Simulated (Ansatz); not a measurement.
Si(CN)H3 (CH3NSi), relaxed as a singlet with RKS PBE0-D4/def2-TZVP in Ansatz, starting from the GFN2-xTB geometry. Force threshold 0.02 eV/Å.

Start:

```xyz
6

Si   -0.550    0.214   -0.148
C     1.135   -0.443    0.310
N     2.173   -0.845    0.583
H    -0.367    0.981   -1.378
H    -0.983    1.048    0.970
H    -1.408   -0.954   -0.338
```

```tsv
step	energy (eV)	largest force component (eV/Å)	SCF passes
1	-10447.5584	1.073	16
2	-10447.5739	0.251	21
3	-10447.5754	0.023	21
4	-10447.5755	0.008	13
```

Force components are those of the run's own axes.

End:

| atom | x (Å) | y (Å) | z (Å) |
| --- | --- | --- | --- |
| Si1 | -0.529 | 0.206 | -0.143 |
| C2 | 1.140 | -0.445 | 0.310 |
| N3 | 2.182 | -0.849 | 0.587 |
| H4 | -0.378 | 0.989 | -1.388 |
| H5 | -0.994 | 1.056 | 0.975 |
| H6 | -1.421 | -0.957 | -0.342 |

By distances, no bond broke or formed. The bond that changes most is Si1–H5, from 1.46 to 1.48 Å (atoms count from 1).

No frequencies were taken in this run, so the end may be a saddle point.

Run time 3.4 s (4 threads of Intel Xeon on a shared host).
